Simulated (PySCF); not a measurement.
Compound: C2H6Si.
Structure used (PBE0-D3(BJ)/def2-SVP), in Å, numbered top down from 1:
```xyz
9
C2H6Si angstrom
C     -0.6246    0.7085    0.1810
C     -0.5270   -0.7430   -0.3140
Si     1.1097    0.0355    0.1123
H     -1.0912    0.8628    1.1602
H     -0.9344    1.4616   -0.5517
H     -0.7651   -0.9199   -1.3686
H     -0.9375   -1.5180    0.3425
H      1.7900   -0.3437    1.3756
H      2.0073    0.4681   -0.9877
```

The closed-shell ground state was solved at several levels (PySCF, density fitting, gas phase, non-relativistic).

```json
{"level": "BHandHLYP/def2-SVPD", "basis functions": "112", "total energy (Eh)": "-369.0657", "HOMO (eV)": "-7.85", "LUMO (eV)": "1.04", "gap (eV)": "8.89", "dipole (D)": "0.10"}
{"level": "B3LYP/aug-cc-pVTZ-J", "basis functions": "280", "total energy (Eh)": "-369.3438", "HOMO (eV)": "-6.64", "LUMO (eV)": "-0.33", "gap (eV)": "6.31", "dipole (D)": "0.03"}
{"level": "PBE0/6-31G*", "basis functions": "58", "total energy (Eh)": "-369.0228", "HOMO (eV)": "-6.68", "LUMO (eV)": "0.77", "gap (eV)": "7.45", "dipole (D)": "0.29"}
{"level": "PBE0/def2-SVPD", "basis functions": "112", "total energy (Eh)": "-368.9023", "HOMO (eV)": "-6.86", "LUMO (eV)": "0.32", "gap (eV)": "7.18", "dipole (D)": "0.07"}
{"level": "PBE0/cc-pVTZ", "basis functions": "178", "total energy (Eh)": "-369.0846", "HOMO (eV)": "-6.83", "LUMO (eV)": "0.42", "gap (eV)": "7.25", "dipole (D)": "0.11"}
{"level": "PBE0/def2-SVP", "basis functions": "76", "total energy (Eh)": "-368.8967", "HOMO (eV)": "-6.83", "LUMO (eV)": "0.76", "gap (eV)": "7.59", "dipole (D)": "0.07"}
{"level": "PBE0/aug-cc-pVTZ", "basis functions": "280", "total energy (Eh)": "-369.0855", "HOMO (eV)": "-6.84", "LUMO (eV)": "-0.08", "gap (eV)": "6.76", "dipole (D)": "0.09"}
{"level": "PBE/def2-SVPD", "basis functions": "112", "total energy (Eh)": "-368.8570", "HOMO (eV)": "-5.77", "LUMO (eV)": "-0.47", "gap (eV)": "5.30", "dipole (D)": "0.18"}
{"level": "PBE0/cc-pVDZ", "basis functions": "76", "total energy (Eh)": "-369.0431", "HOMO (eV)": "-6.77", "LUMO (eV)": "0.76", "gap (eV)": "7.53", "dipole (D)": "0.17"}
{"level": "B3LYP/def2-TZVP", "basis functions": "135", "total energy (Eh)": "-369.3325", "HOMO (eV)": "-6.63", "LUMO (eV)": "0.04", "gap (eV)": "6.67", "dipole (D)": "0.04"}
{"level": "LDA/def2-SVPD", "basis functions": "112", "total energy (Eh)": "-367.2015", "HOMO (eV)": "-5.89", "LUMO (eV)": "-0.62", "gap (eV)": "5.27", "dipole (D)": "0.17"}
```

Problem. Estimate the row for B3LYP/def2-SVPD, a basis of 112 functions; the other rows only guide the guess.

Solution. Total energy -369.1463 Eh, HOMO -6.66 eV, LUMO 0.08 eV, gap 6.74 eV, dipole 0.03 D.

Problem. Over all these levels, which gives the widest orbital gap and which the narrowest?

Solution. BHandHLYP/def2-SVPD (global hybrid, 50 % exact exchange) has the widest, 8.89 eV, and LDA/def2-SVPD (LDA) the narrowest, 5.27 eV. The two share the basis. From the narrowest to the widest the HOMO moves by -1.96 eV and the LUMO by +1.66 eV.

Problem. How much does the basis alone move the frontier levels among the 6 PBE0 rows?

Solution. The HOMO by 0.18 eV and the LUMO by 0.85 eV. By rising basis size (HOMO, LUMO in eV): 6-31G* -6.68, 0.77; def2-SVP -6.83, 0.76; cc-pVDZ -6.77, 0.76; def2-SVPD -6.86, 0.32; cc-pVTZ -6.83, 0.42; aug-cc-pVTZ -6.84, -0.08.

Problem. In the def2-SVPD basis, how does the gap go with the fixed share of exact exchange?

Solution. LDA (0 %) 5.27 eV; PBE (0 %) 5.30 eV; B3LYP (20 %) 6.74 eV; PBE0 (25 %) 7.18 eV; BHandHLYP (50 %) 8.89 eV. Each rise in the share widens the gap here.

Problem. How far do the dipole and the HOMO energy spread over the levels?

Solution. The dipole runs from 0.03 to 0.29 D (mean 0.11 D) and the HOMO from -7.85 to -5.77 eV.
